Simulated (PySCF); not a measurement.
Ligands exchanged one at a time, B H-Cl. Gas-phase values, no solvent. Strings in code marks are SMILES.

The HOMO–LUMO gap from two functionals at the same geometries (CAM-B3LYP-D3(BJ)/def2-TZVP), both in PySCF: PBE-D3(BJ)/def2-TZVP and CAM-B3LYP-D3(BJ)/def2-TZVP. 

```json
[
 {"species": "0 of 3 H replaced by Cl (`B`)", "CAM-B3LYP-D3(BJ)/def2-TZVP (eV)": "10.58"},
 {"species": "1 of 3 H replaced by Cl (`ClB`)", "CAM-B3LYP-D3(BJ)/def2-TZVP (eV)": "9.37"},
 {"species": "2 of 3 H replaced by Cl", "CAM-B3LYP-D3(BJ)/def2-TZVP (eV)": "10.09"},
 {"species": "3 of 3 H replaced by Cl (`ClB(Cl)Cl`)", "CAM-B3LYP-D3(BJ)/def2-TZVP (eV)": "9.95"}
]
```

What does PBE-D3(BJ)/def2-TZVP give for each?


- 0 of 3 H replaced by Cl (`B`): 5.44
- 1 of 3 H replaced by Cl (`ClB`): 4.44
- 2 of 3 H replaced by Cl: 5.15
- 3 of 3 H replaced by Cl (`ClB(Cl)Cl`): 5.04
Over these rows, drawn at random from the members with no instability flagged (it was tested for open shells, ions and some series alone), PBE minus CAM-B3LYP-D3(BJ): mean -4.98 eV, from -5.14 eV to -4.91 eV.
